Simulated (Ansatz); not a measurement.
# BCl+ (doublet): the correlation ladder, def2-TZVPP

An exercise on one series of results from a longer session: the logs are not shown, and one member is left open.

Program: Ansatz 0.2.0, Gaussian basis. Level of theory: def2-TZVPP, core rule «outside noble gas», up to 6 orbitals frozen. These are calculated values, not measurements.

The runs, in order: UHF; ROHF; CCSD(T) on UHF.

**What is computed**

The geometry is a PBE0/def2-TZVP stationary point (not a proven minimum).

2 atoms, charge 1, spin multiplicity 2.

Atoms are counted from 1 here; the program's logs count them from 0.

Bond lengths: B1–Cl2 1.596 Å.

Set-up of the first run:

in.yaml

```yaml
crystal:
  periodic: [false, false, false]
  atoms:
    - {symbol: B, position_ang: [0.000000, 0.000000, 0.000000]}
    - {symbol: Cl, position_ang: [0.000000, 0.000000, 1.596400]}
basis:
  gaussian: {orbitals: def2-TZVPP}
total_charge: 1
magnetization: {spin_polarized: true, initial_magnetization: 1}
hamiltonian: {xc: hf}
output: {orbitals: {seedname: orbitals}}
```

Launch:

```
$ ansatz run in.yaml --threads 1 --pin off --events-out ev --progress --plain --max-ram 4096MiB --backend cpu
```

Among the steps run: UHF; ROHF; CCSD(T) on UHF.

One table of the session follows, with a row left open; its other results are not shown here.

| method | from UCCSD(T) (meV) |
| --- | --- |
| ROHF | ? |
| UHF | +7118.1 |
| UMP2 | +898.9 |
| UCCSD | +353.0 |
| UCCSD(T) | 0 |

Q: Estimate the row for ROHF from the others.

As computed: from UCCSD(T) (meV): +7155.9. In the column «from UCCSD(T) (meV)» it is the highest.
